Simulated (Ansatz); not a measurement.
# CH₂F+ (SMILES [CH2+]F): functionals against CCSD(T) at one geometry

An exercise on one series of results from a longer session: the logs are not shown, and one member is left open.

Computed with Ansatz 0.2.0, Gaussian basis. Level: single points in def2-TZVPP.

Correlated methods freeze the cores.

### The starting structure

SMILES `[CH2+]F`, 4 atoms, charge 1, spin multiplicity 1.

Atoms are counted from 1 here; the program's logs count them from 0.

Bond lengths: C1–F2 1.195 Å, C1–H3 1.108 Å, C1–H4 1.077 Å. Angles: F2–C1–H3 117.9°, F2–C1–H4 118.8°, H3–C1–H4 123.3°.

As a file:

```xyz
4

C    -0.0129   -0.0284   -0.0140
F     0.8360    0.5856    0.5608
H    -0.6763    0.5283   -0.7053
H    -0.1124   -1.0827    0.1796
```

The first run:

Input file run/in.yaml:

```yaml
crystal:
  periodic: [false, false, false]
  atoms:
    - {symbol: C, position_ang: [-0.012900, -0.028400, -0.014000]}
    - {symbol: F, position_ang: [0.836000, 0.585600, 0.560800]}
    - {symbol: H, position_ang: [-0.676300, 0.528300, -0.705300]}
    - {symbol: H, position_ang: [-0.112400, -1.082700, 0.179600]}
basis:
  gaussian: {orbitals: def2-TZVPP}
total_charge: 1
correlation: {method: ccsd_t}
output: {forces: true}
```

The command line of these runs was not kept.

Steps of the session up to this table: CCSD(T)/def2-TZVPP; PBE0-D4/def2-TZVPP; wB97M-V/def2-TZVPP; r2SCAN-D4/def2-TZVPP; PBE-D4/def2-TZVPP; CAM-B3LYP-D4/def2-TZVPP; r2SCANh-D4/def2-TZVPP.

One of the session's tables, all rows but one given; the rest of the session is left out.

```
      method  RMS force component (eV/Å)  angle to CCSD(T) forces (°)
     CCSD(T)                       1.221                    reference
     PBE0-D4                           ?                            ?
     wB97M-V                       1.138                          1.4
   r2SCAN-D4                       1.157                          3.2
      PBE-D4                       1.351                          8.1
CAM-B3LYP-D4                       1.040                          3.8
  r2SCANh-D4                       1.052                          3.5
```

**Question.** Estimate the row for PBE0-D4.

The run gave: RMS force component (eV/Å): 1.001; angle to CCSD(T) forces (°): 5.6. In the column «RMS force component (eV/Å)» it is the lowest.
